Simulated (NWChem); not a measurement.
# SiH2, singlet; SMILES [SiH2]

```xyz
3

Si     0.0000     0.0000     0.1809
H      1.0934     0.0000    -0.8898
H     -1.0934     0.0000    -0.8898
```
Atoms are numbered in this order, from 1.

All runs: NWChem. Low-valent species are run as closed-shell singlets; no triplet was tried in these runs. The geometry was optimised at B3LYP/6-31G* (spherical d). B3LYP is NWChem's, with the RPA form of VWN correlation. Level: B3LYP/def2-SVP with SMD (1 M gas to 1 M solution), gas-phase geometry. Reactions with the solvent are ignored.

What does the run give for solvent chloroform? Quantities: solvation free energy (kcal/mol); cavity-dispersion-structure term (kcal/mol); dipole in solution (D).

The solvation free energy (kcal/mol) is -2.2. The cavity-dispersion-structure term (kcal/mol) comes out as -0.8 and the dipole in solution (D) is 0.29.
